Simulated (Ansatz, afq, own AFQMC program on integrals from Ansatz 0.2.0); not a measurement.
Two steps: Ansatz 0.2.0 writes the Fock matrix and Cholesky factors of the valence space, and afq projects on them the lowest state that overlaps trial and start.

```yaml
crystal:
  periodic: [false, false, false]
  atoms:
    - {symbol: Si, position_ang: [0.000000, 0.000000, 0.529889]}
    - {symbol: C, position_ang: [0.000000, 0.000000, -1.168891]}
    - {symbol: H, position_ang: [0.000000, 1.244456, 1.327628]}
    - {symbol: H, position_ang: [0.000000, -1.244456, 1.327628]}
    - {symbol: H, position_ang: [0.000000, 0.917470, -1.745809]}
    - {symbol: H, position_ang: [0.000000, -0.917470, -1.745809]}
basis:
  gaussian: {orbitals: 6-31G}
magnetization: {spin_polarized: true, initial_magnetization: 0}
correlation: {method: ccsd_t, electrons: outside_noble_gas, hamiltonian_folder: ham}
```

```sh
$ ansatz run in.yaml --threads 1 --pin off --events-out ev --progress --plain --max-ram 1382MiB
```

Options of the walk:

```
--method phaseless --trial cisd --walkers 180 --populations 1 --least-time 40 --time-step 0.005 --steps-per-block 50 --equilibration-blocks 28 --max-blocks 300 --target-error 0.00042 --factor-cut 1e-05 --start spin_pure --seed 6613 --release-times 0.24,0.51,0.99,1.62,2.4 --release-step 0.03 --release-every 4 --taylor-order 6
```

Times are imaginary, in 1/Eh. The walk had a cap of 529 s.

Log:

```
orbitals 24  electrons 6 6  factors 170 of 395
reference energy -328.98393875 Eh
CCSD correlation -0.18324738 Eh in 10 cycles, weight of the determinant in the CISD state 0.8787
energy of the start -329.167186 Eh
 block  time / (1/Eh)  mean weight  energy / Eh
     1     0.250  0.9991  -329.164728
     2     0.500  1.0000  -329.166179
     3     0.750  0.9997  -329.166696
     4     1.000  1.0005  -329.167094
     5     1.250  1.0012  -329.168363
     7     1.750  0.9999  -329.169888
     9     2.250  1.0005  -329.170200
    11     2.750  1.0001  -329.171025
    21     5.250  0.9991  -329.172244
    31     7.750  0.9993  -329.169763
    41    10.250  1.0001  -329.167064
    51    12.750  1.0003  -329.175953
    61    15.250  0.9996  -329.175567
    71    17.750  1.0000  -329.169913
    81    20.250  1.0013  -329.174707
    91    22.750  0.9997  -329.172699
   101    25.250  1.0004  -329.172252
   111    27.750  1.0004  -329.174162
   116    29.000  0.9995  -329.176876
   121    30.250  0.9992  -329.173678
   131    32.750  1.0007  -329.176378
   141    35.250  0.9998  -329.175715
   151    37.750  1.0005  -329.172648
   161    40.250  0.9999  -329.170545
   171    42.750  1.0000  -329.169698
   181    45.250  0.9993  -329.167332
   191    47.750  1.0005  -329.172890
   201    50.250  0.9989  -329.167755
   206    51.500  0.9995  -329.173620
blocks merged  error / Eh  count
     1  0.000212  180
     2  0.000264  90
     4  0.000316  45
     8  0.000366  22
    16  0.000457  11
released: time / (1/Eh)  energy / Eh  error  mean overlap
  0.24  -329.172288  0.000432  1.0073
  0.51  -329.172523  0.000299  1.0103
  0.99  -329.172901  0.000227  1.0040
  1.62  -329.172521  0.000242  1.0092
  2.40  -329.172562  0.000289  1.0116
energy -329.172378 +/- 0.000366 Eh
(rows thinned)
```

The run passed its tests (sampling time, drift between the halves within three errors, error under three times the target), which doesn't prove that it has relaxed.

Against this walk (error 10.0 meV) on the same determinant: CCSD(T) 6.5 meV higher (within the noise), CCSDT(Q) 17.7 meV lower (within the noise). The error is statistical and leaves out the bias of the constraint. Released to 2.40 1/Eh the energy moves by -5 ± 13 meV (both errors), within twice the noise.

Cautions: constraint bias not in the error; higher spins were not checked; an unrestricted solution with more broken spin lies lower (126 meV, ⟨S²⟩ 0.38), while this determinant keeps restricted orbitals.

The walk took 6.1 min on 1 thread of Arm Neoverse V1 (shared host). The log's last line is the phaseless energy.

CCSDT and higher add their correlation energy to the determinant of the CCSD(T) run, since their own runs factorise the integrals more tightly (a shift of under 2 meV). A walk keeps the symmetry of its determinant, which the program's search chose and which needn't be the lowest solution, so a lower state of the same spin and another symmetry isn't excluded.
